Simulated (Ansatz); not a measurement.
bcc W, treated with PBEsol+SOC (plane waves, PAW; Ansatz, an electronic-structure program).

Settings: plane-wave cutoff 520 eV, 24×24×24 k mesh, Fermi–Dirac smearing 0.05 eV, PAW data made under PBE.

Computed points:

| V (Å³/atom) | E − E_lowest (meV/atom) | P (GPa) |
|---|---|---|
| 14.766 | 62.85 | 22.48 |
| 15.081 | 26.99 | 14.23 |
| 15.395 | 6.53 | 6.76 |
| 15.709 | 0.00 | 0.01 |
| 16.023 | 6.06 | -6.09 |
| 16.337 | 23.49 | -11.60 |
| 16.651 | 51.18 | -16.56 |

Problem. Estimate the bulk modulus from the pressures at 15.395 and 16.023 Å³/atom, and compare it with a fit to all energies.

Solution. B = −V dP/dV. Between V = 15.395 and 16.023 Å³/atom, dP/dV = (-6.09 − (6.76))/(16.023 − 15.395) = -20.5 GPa per Å³/atom; at the midpoint 15.709 Å³/atom this gives B ≈ 321 GPa. The third-order Birch–Murnaghan fit gives V0 = 15.710 Å³/atom, B0 = 320 GPa, B′ = 4.1, which lies within 1 % of that estimate.

Measured, for comparison: bulk modulus 312 GPa (zero-point energy and finite temperature contributions removed, sources range from 300 to 328; as tabulated in doi:10.1021/acs.jctc.3c00612); equilibrium volume per atom 15.78 Å³/atom (static lattice: zero-point anharmonic expansion removed; as tabulated in Mejia-Rodriguez and Trickey (2018), arXiv:1807.09216). Computed less measured: bulk modulus +2.6 % (inside the range of the sources held), equilibrium volume per atom -0.4 %.

Static lattice: no zero-point or thermal effects.
